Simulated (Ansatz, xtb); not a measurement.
# H7N2Si+: where a starting geometry ends

The starting geometry of this gas-phase singlet was built from a drawn formula by distance geometry and a force field; its bonds are those of `[NH3+][NH2+][SiH2-]`.

```xyz
10

N    -0.8437   -1.8062   -0.7190
N    -0.1729   -0.3797   -0.9195
Si    1.5200   -0.3068   -0.2150
H    -1.7818   -1.8828   -1.0869
H    -0.8839   -2.0935    0.2978
H    -0.2768   -2.6107   -1.1650
H    -0.0751   -0.1136   -1.9052
H    -0.7331    0.4026   -0.4619
H     1.1418   -0.7699    1.1331
H     2.0649   -1.4930   -0.9587
```

Q: Where would you expect an optimisation with r2SCAN-D4/def2-SVP to take it?

A: It loosens into H4NSi + H3N, which stay close as a complex (formulas without charges). Distances that change by over a tenth: N2–Si3 (1.84 → 1.64 Å). Contacts that open: N1–N2 (1.59 → 2.69 Å).

The energy falls by 3.61 eV over 22 steps:

| step | E − E(last) (eV) |
| --- | --- |
| 1 | 3.609 |
| 3 | 2.491 |
| 6 | 0.944 |
| 8 | 0.683 |
| 10 | 0.545 |
| 13 | 0.358 |
| 15 | 0.153 |
| 17 | 0.027 |
| 20 | 0.000 |
| 22 | 0.000 |

Final geometry (Å):

| atom | x (Å) | y (Å) | z (Å) |
| --- | --- | --- | --- |
| N | -1.3812 | -2.1997 | -1.1786 |
| N | 0.1928 | -0.3455 | -0.0340 |
| Si | 1.8075 | -0.1329 | -0.2132 |
| H | -2.0607 | -1.7724 | -1.8136 |
| H | -1.9303 | -2.6969 | -0.4721 |
| H | -0.9061 | -2.9244 | -1.7230 |
| H | -0.4371 | -1.1376 | -0.5317 |
| H | -0.3538 | 0.2676 | 0.5748 |
| H | 2.5101 | 0.9496 | 0.5011 |
| H | 2.5184 | -1.0614 | -1.1101 |

From the same start GFN2-xTB ends elsewhere, at `N[SiH2][NH3+]`.

No frequencies were run, so the end isn't proven a minimum. Run with Ansatz 0.2.0, 100 s on 1 thread of AMD EPYC (Zen 3), on a shared host.
